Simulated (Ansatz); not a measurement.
SiH2MeF (CH5FSi). Charge 0, multiplicity 1. Geometry PBE-D4/def2-TZVP; atoms count from 1.

Cartesian coordinates in Å:
```
Si -0.775 0.167 -0.368
H -1.862 -0.697 0.185
H -0.736 0.037 -1.857
C 0.876 -0.236 0.398
H 1.136 -1.289 0.207
H 0.851 -0.083 1.487
H 1.672 0.394 -0.023
F -1.161 1.707 -0.029
```

(1) Estimate the Mulliken populations from the PBE0/def2-TZVP orbitals of Ansatz.

(2) And the Mayer bond orders between heavy atoms (over 0.3)?

Answers

(1) 
```json
{"atom": "Si1", "charge (e)": "0.50"}
{"atom": "H2", "charge (e)": "-0.04"}
{"atom": "H3", "charge (e)": "-0.04"}
{"atom": "C4", "charge (e)": "-0.51"}
{"atom": "H5", "charge (e)": "0.14"}
{"atom": "H6", "charge (e)": "0.15"}
{"atom": "H7", "charge (e)": "0.15"}
{"atom": "F8", "charge (e)": "-0.34"}
```
Mulliken values depend strongly on the basis.

(2) Si1–C4 1.02 (1.86 Å); Si1–F8 1.06 (1.62 Å).
